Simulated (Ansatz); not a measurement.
Geometry optimisation, UKS PBE0-D4/def2-SVP in Ansatz 0.2.0.

Input file:

```yaml
crystal:
  periodic: [false, false, false]
  atoms:
    - { symbol: Si, position_ang: [0.000286, 0.0, -0.072961] }
    - { symbol: H, position_ang: [0.000121, 0.0, 1.402858] }
    - { symbol: H, position_ang: [1.412199, 0.0, -0.553957] }
    - { symbol: H, position_ang: [-0.705587, 1.222704, -0.554202] }
    - { symbol: H, position_ang: [-0.705587, -1.222704, -0.554202] }
    - { symbol: F, position_ang: [-3.2e-05, 0.0, 3.513864] }
magnetization:
  spin_polarized: true
  initial_magnetization: 1
basis:
  gaussian: { orbitals: def2-SVP }
hamiltonian:
  xc: pbe0
  dispersion: d4
relax:
  f_tol: 0.03
  max_steps: 50
output:
  orbitals: {}
```

Command:

```bash
$ ansatz run input.yaml --threads 1 --pin off --max-ram 2048MiB --backend cpu --events-out ev --progress --plain --runs-dir out
```

Task: Where does it end, and by what steps?

Result: The forces met the threshold. The force dipped under the threshold on the way, but the program's further checks kept it going. After 15 steps the energy has fallen by 1.697 eV; H2 moved furthest, 0.91 Å. Parted: Si1–H2 (1.48 → 2.61 Å). Joined: H2–F6 (2.11 → 0.93 Å).

| step | energy less start (eV) | largest force component (eV/Å) | accepted |
| --- | --- | --- | --- |
| 0 | 0.0000 | 0.749 | yes |
| 1 | -0.0375 | 0.523 | yes |
| 2 | -0.0915 | 0.597 | yes |
| 3 | -0.2544 | 0.814 | yes |
| 4 | -0.6009 | 1.982 | yes |
| 5 | -1.2804 | 2.153 | yes |
| 6 | -1.2509 | 7.682 | no |
| 7 | -1.4800 | 1.618 | yes |
| 8 | -1.5725 | 1.320 | yes |
| 9 | -1.6692 | 0.154 | yes |
| 10 | -1.6900 | 0.439 | yes |
| 11 | -1.6964 | 0.011 | yes |
| 12 | -1.6972 | 0.048 | yes |
| 13 | -1.6972 | 0.018 | yes |
| 14 | -1.6972 | 0.094 | no |
| 15 | -1.6972 | 0.018 | yes |

```xyz
6
Properties=species:S:1:pos:R:3
Si 0.000 0.000 -0.291
H 0.001 0.000 2.317
H 1.435 0.000 -0.696
H -0.717 1.242 -0.696
H -0.717 -1.242 -0.696
F -0.001 0.000 3.244
```

Whether the end is a true minimum wasn't checked by a vibrational analysis.

The run took 25 s on 1 thread of Arm Neoverse V2 (shared host), peak memory 0.12 GiB.
